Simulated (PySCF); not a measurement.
Compound: C5H6S (charge +1 and doublet state).
Geometry (GFN2-xTB, Å), atoms numbered from 1 in this order:
```xyz
12
C5H6S angstrom
C      2.5633   -0.1720    0.2702
C      1.1492   -0.2303    0.1312
C     -0.0533   -0.3223    0.0055
C     -1.4779   -0.4057   -0.1678
C     -2.1894    0.7865    0.4037
S     -3.3951    1.5389   -0.3385
H      3.0077   -1.1031   -0.0917
H      2.8442   -0.0229    1.3123
H      2.9675    0.6362   -0.3440
H     -1.8456   -1.2712    0.4048
H     -1.7336   -0.5575   -1.2204
H     -1.8358    1.1227    1.3735
```

The hyperfine couplings belong to this conformer and change with its torsions.

The species is `C[C+]=[C]CC=S` [radical] (charge +1).

The calculation used PySCF 2.14.0, UKS B3LYP, pcH-1 on C H S, non-relativistic, mean-field spin-orbit, GIAO. The structure is a single GFN2-xTB conformer in the gas phase; no vibrational or solvent corrections. The geometry wasn't refined by DFT: couplings that depend on bond lengths, twists or pyramidal angles can differ widely from those at the functional's own minimum, by a factor of two or more for some ions and for spin on atoms past the first row. Stability of the SCF solution: not tested.

(1) Give the principal g shifts and their parts.

(2) How much does each term add to the isotropic shift?

(3) At 94.018 GHz, how far is the centre of the isotropic spectrum from where a free electron (g = 2.002319) resonates?

(4) In a frozen sample, at which fields do the three g values resonate at 9.5, 34, 94 and 263 GHz (hyperfine left aside), and which band first spreads them over more than twice a line width of 0.5 mT?

Results:

(1) 
```csv
Δg (ppt),1,2,3
relativistic mass correction,-0.21,-0.21,-0.21
gauge correction,0.01,0.04,0.06
orbital Zeeman/spin–orbit,0.76,1.94,12.32
total,0.56,1.76,12.17
```

So g = 2.00288, 2.00408, 2.01449 and g_iso = 2.00715; the tensor is close to axial: the two nearest values differ by 10 % of g3 − g1. 

(2) The orbital-Zeeman/spin–orbit term 5.01, the mass correction -0.21 and the gauge correction 0.03 ppt, for a total of 4.83 ppt. The orbital-Zeeman/spin–orbit term is the largest in size. The mass correction is the same along every axis, so the anisotropy comes from the other two: their spans along these axes are 0.05 (gauge) and 11.56 ppt (orbital Zeeman/spin–orbit).

(3) B = hν/(g μB) with μB/h = 13.99624 MHz/mT gives 3354.80 mT for the free electron and 3346.72 mT at g_iso, 8.07 mT lower.

(4) 
```json
{"band": "X", "GHz": "9.5", "B(g3) mT": "336.94", "B(g2) mT": "338.69", "B(g1) mT": "338.89", "spread mT": "1.95"}
{"band": "Q", "GHz": "34.0", "B(g3) mT": "1205.88", "B(g2) mT": "1212.14", "B(g1) mT": "1212.87", "spread mT": "6.99"}
{"band": "W", "GHz": "94.0", "B(g3) mT": "3333.89", "B(g2) mT": "3351.20", "B(g1) mT": "3353.22", "spread mT": "19.33"}
{"band": "J", "GHz": "263.0", "B(g3) mT": "9327.81", "B(g2) mT": "9376.23", "B(g1) mT": "9381.89", "spread mT": "54.08"}
```

The spread grows in proportion to the frequency. X band is the first where it exceeds 1.0 mT.

The largest Mulliken spin populations are on S6 (+0.70), C2 (+0.16), C3 (+0.11) and C5 (-0.08).

The HOMO–LUMO gaps are 3.99 eV among the α and 1.28 eV among the β orbitals.

On an Intel Xeon 6975P-C with one thread, no GPU, shared host with 192 logical CPUs at a one-minute load of 96, this took 35 s of wall time (with the writing of density and orbital grids) and 0.74 GiB of memory at its peak.

The SMILES draws the unpaired electron on C3; the largest computed Mulliken spin population is on S6 (0.70 against 0.11).
